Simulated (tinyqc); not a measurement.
G0W0 on RHF in the sto-3g basis, for H2O, spin multiplicity 1, step by step. One step of it, computed by the program tinyqc.

Task: Screening: direct RPA. With D = e_a - e_i and K = (ia|jb): diagonalise D^(1/2) (D + 4K) D^(1/2) = Z w^2 Z^T; X + Y = D^(1/2) Z w^(-1/2), each column of Z with its largest component positive (the first on a tie); E_c = (sum w - tr (D + 2K)) / 2.

orbital energies (hartree): MO1 -20.253781, MO2 -1.209855, MO3 -0.560366, MO4 -0.427225, MO5 -0.383794, MO6 0.478744, MO7 0.615299

Two-electron integrals over orbitals (pq|rs), unique and non-zero (hartree):
```
(11|11) 4.746395    (21|11) -0.427338   (21|21) 0.060824    (22|11) 1.017407
(22|21) -0.015024   (22|22) 0.722529    (31|11) 0.005496    (31|21) -0.000683
(31|22) 0.000538    (31|31) 0.010407    (32|11) -0.003359   (32|21) 0.000314
(32|22) 0.001418    (32|31) 0.016666    (32|32) 0.132816    (33|11) 0.761609
(33|21) -0.004592   (33|22) 0.616222    (33|31) -0.000154   (33|32) -0.000498
(33|33) 0.596244    (41|11) 0.164308    (41|21) -0.021437   (41|22) 0.012624
(41|31) 0.000408    (41|32) 0.000066    (41|33) 0.005495    (41|41) 0.024839
(42|11) -0.142155   (42|21) 0.008055    (42|22) -0.020267   (42|31) 0.000035
(42|32) 0.000765    (42|33) 0.004741    (42|41) 0.019204    (42|42) 0.129820
(43|11) 0.006043    (43|21) -0.000202   (43|22) 0.002652    (43|31) -0.002418
(43|32) 0.027960    (43|33) 0.001514    (43|41) -0.000317   (43|42) -0.002782
(43|43) 0.053489    (44|11) 0.953167    (44|21) -0.011662   (44|22) 0.667222
(44|31) -0.000021   (44|32) -0.002898   (44|33) 0.569728    (44|41) -0.009463
(44|42) -0.097907   (44|43) 0.002488    (44|44) 0.722186    (51|51) 0.025978
(52|51) 0.033130    (52|52) 0.149601    (53|51) -0.000407   (53|52) -0.001445
(53|53) 0.026433    (54|51) -0.011877   (54|52) -0.043557   (54|53) 0.000774
(54|54) 0.049422    (55|11) 1.115354    (55|21) -0.012083   (55|22) 0.753172
(55|31) 0.000154    (55|32) -0.001709   (55|33) 0.602686    (55|41) 0.004602
(55|42) -0.076910   (55|43) 0.003462    (55|44) 0.701103    (55|55) 0.880159
(61|11) 0.206368    (61|21) -0.031188   (61|22) 0.002418    (61|31) 0.000939
(61|32) 0.000820    (61|33) -0.000353   (61|41) -0.002338   (61|42) -0.020425
(61|43) 0.000222    (61|44) 0.016062    (61|55) 0.005583    (61|61) 0.026346
(62|11) -0.273425   (62|21) 0.006374    (62|22) -0.132162   (62|31) 0.000490
(62|32) 0.003509    (62|33) -0.064967   (62|41) -0.018277   (62|42) -0.030439
(62|43) -0.001529   (62|44) -0.069783   (62|55) -0.144341   (62|61) 0.008815
(62|62) 0.094855    (63|11) 0.019142    (63|21) -0.000382   (63|22) 0.009570
(63|31) -0.002474   (63|32) 0.040970    (63|33) 0.005679    (63|41) 0.000134
(63|42) -0.003642   (63|43) 0.037722    (63|44) 0.005902    (63|55) 0.010833
(63|61) 0.000056    (63|62) -0.004880   (63|63) 0.078148    (64|11) -0.258126
(64|21) 0.003208    (64|22) -0.121183   (64|31) -0.000453   (64|32) -0.003528
(64|33) -0.046253   (64|41) -0.001941   (64|42) 0.041373    (64|43) -0.003390
(64|44) -0.130384   (64|55) -0.142150   (64|61) -0.001063   (64|62) 0.061960
(64|63) -0.008896   (64|64) 0.089894    (65|51) -0.013705   (65|52) -0.053212
(65|53) 0.001644    (65|54) -0.004287   (65|65) 0.034846    (66|11) 0.773399
(66|21) -0.007270   (66|22) 0.590405    (66|31) -0.000521   (66|32) -0.008812
(66|33) 0.549040    (66|41) 0.018286    (66|42) 0.050914    (66|43) -0.006491
(66|44) 0.541079    (66|55) 0.574105    (66|61) -0.008412   (66|62) -0.089509
(66|63) -0.004906   (66|64) -0.049408   (66|66) 0.579813    (71|11) -0.013502
(71|21) 0.002121    (71|22) 0.000100    (71|31) 0.014426    (71|32) 0.022019
(71|33) -0.000380   (71|41) -0.000176   (71|42) 0.000846    (71|43) -0.003450
(71|44) -0.000847   (71|55) -0.000353   (71|61) -0.000532   (71|62) 0.000656
(71|63) -0.002943   (71|64) -0.000496   (71|66) -0.000754   (71|71) 0.020193
(72|11) 0.019031    (72|21) -0.000382   (72|22) 0.009262    (72|31) 0.014660
(72|32) 0.053064    (72|33) 0.002708    (72|41) 0.000799    (72|42) -0.000127
(72|43) -0.029543   (72|44) 0.006165    (72|55) 0.009823    (72|61) 0.000670
(72|62) -0.002079   (72|63) -0.030052   (72|64) -0.004681   (72|66) 0.005585
(72|71) 0.019420    (72|72) 0.067962    (73|11) 0.369776    (73|21) -0.007016
(73|22) 0.161943    (73|31) -0.000032   (73|32) -0.005292   (73|33) 0.088515
(73|41) -0.000272   (73|42) -0.074655   (73|43) 0.000229    (73|44) 0.149239
(73|55) 0.201173    (73|61) 0.005726    (73|62) -0.070410   (73|63) 0.003368
(73|64) -0.094839   (73|66) 0.043034    (73|71) -0.000468   (73|72) 0.006170
(73|73) 0.156991    (74|11) 0.007381    (74|21) -0.000098   (74|22) 0.002390
(74|31) -0.008187   (74|32) -0.071912   (74|33) 0.001645    (74|41) 0.000283
(74|42) 0.000132    (74|43) -0.010070   (74|44) 0.004542    (74|55) 0.003819
(74|61) -0.000707   (74|62) -0.003724   (74|63) -0.053411   (74|64) 0.001626
(74|66) 0.008305    (74|71) -0.011351   (74|72) -0.017476   (74|73) 0.006401
(74|74) 0.068919    (75|51) 0.000889    (75|52) 0.003498    (75|53) 0.023879
(75|54) -0.000298   (75|65) -0.000615   (75|75) 0.025427    (76|11) 0.002626
(76|21) -0.000110   (76|22) -0.000910   (76|31) -0.007905   (76|32) -0.089289
(76|33) 0.001050    (76|41) -0.000776   (76|42) -0.003115   (76|43) -0.059834
(76|44) 0.004067    (76|55) 0.001354    (76|61) 0.000131    (76|62) 0.001157
(76|63) -0.069169   (76|64) 0.004659    (76|66) 0.010393    (76|71) -0.010715
(76|72) 0.003533    (76|73) 0.007385    (76|74) 0.058841    (76|76) 0.113792
(77|11) 0.850314    (77|21) -0.009186   (77|22) 0.612602    (77|31) 0.001118
(77|32) 0.010249    (77|33) 0.585642    (77|41) 0.003690    (77|42) -0.019631
(77|43) 0.007417    (77|44) 0.586391    (77|55) 0.614633    (77|61) 0.004196
(77|62) -0.063058   (77|63) 0.013289    (77|64) -0.051577   (77|66) 0.548643
(77|71) 0.001078    (77|72) 0.004306    (77|73) 0.098916    (77|74) -0.005844
(77|76) -0.010349   (77|77) 0.603129
```

Give: D^(1/2) (D + 4K) D^(1/2); excitation energies w; X + Y; RPA correlation energy.

Result:

D^(1/2) (D + 4K) D^(1/2) (hartree^2):
```
          1>6       1>7      2>6      2>7      3>6      3>7      4>6      4>7
1>6  432.0225   -0.0443   0.2086   0.0165   0.0010   0.1131  -0.0184  -0.0132
1>7   -0.0443  437.2042   0.0156   0.4794  -0.0548  -0.0093  -0.0086  -0.2118
2>6    0.2086    0.0156   3.4921  -0.0146  -0.0259  -0.3968   0.3065  -0.0198
2>7    0.0165    0.4794  -0.0146   3.8273  -0.1655   0.0362  -0.0241  -0.0964
3>6    0.0010   -0.0548  -0.0259  -0.1655   1.4046   0.0149  -0.0345  -0.2224
3>7    0.1131   -0.0093  -0.3968   0.0362   0.0149   2.1205  -0.3915   0.0283
4>6   -0.0184   -0.0086   0.3065  -0.0241  -0.0345  -0.3915   1.1465   0.0063
4>7   -0.0132   -0.2118  -0.0198  -0.0964  -0.2224   0.0283   0.0063   1.3743
5>6    0.0000    0.0000   0.0000   0.0000   0.0000   0.0000   0.0000   0.0000
5>7    0.0000    0.0000   0.0000   0.0000   0.0000   0.0000   0.0000   0.0000

         5>6      5>7
1>6   0.0000   0.0000
1>7   0.0000   0.0000
2>6   0.0000   0.0000
2>7   0.0000   0.0000
3>6   0.0000   0.0000
3>7   0.0000   0.0000
4>6   0.0000   0.0000
4>7   0.0000   0.0000
5>6   0.8642  -0.0023
5>7  -0.0023   1.0998
```

excitation energies w (hartree): [0.9296, 0.9980, 1.0487, 1.0737, 1.2698, 1.4485, 1.9131, 1.9608, 20.7851, 20.9095]

X + Y:
```
          1        2        3        4        5        6        7        8
1>6  0.0000   0.0000   0.0000   0.0001  -0.0001  -0.0015  -0.0013   0.0000
1>7  0.0000   0.0001   0.0000   0.0016  -0.0011   0.0001  -0.0006  -0.0036
2>6  0.0000  -0.0873   0.0000   0.0140   0.0086   0.3439   0.8808  -0.1131
2>7  0.0000   0.0105   0.0000   0.0896   0.0287  -0.0192   0.1307   0.9534
3>6  0.0000   0.0690   0.0000   0.6727   0.6543   0.0156  -0.0172  -0.0452
3>7  0.0000   0.3311   0.0000  -0.0456  -0.0142   0.8178  -0.2186   0.0422
4>6  0.0000   0.9027   0.0000  -0.0314  -0.0396  -0.2142   0.1079  -0.0203
4>7  0.0000  -0.0005   0.0000   0.7137  -0.6237   0.0179  -0.0107  -0.0229
5>6  0.9632   0.0000  -0.0088   0.0000   0.0000   0.0000   0.0000   0.0000
5>7  0.0100   0.0000   0.9760   0.0000   0.0000   0.0000   0.0000   0.0000

          9       10
1>6  0.9987  -0.0085
1>7  0.0086   0.9990
2>6  0.0001   0.0000
2>7  0.0000   0.0003
3>6  0.0000   0.0000
3>7  0.0001   0.0000
4>6  0.0000   0.0000
4>7  0.0000  -0.0001
5>6  0.0000   0.0000
5>7  0.0000   0.0000
```

RPA correlation energy = -0.065235 hartree
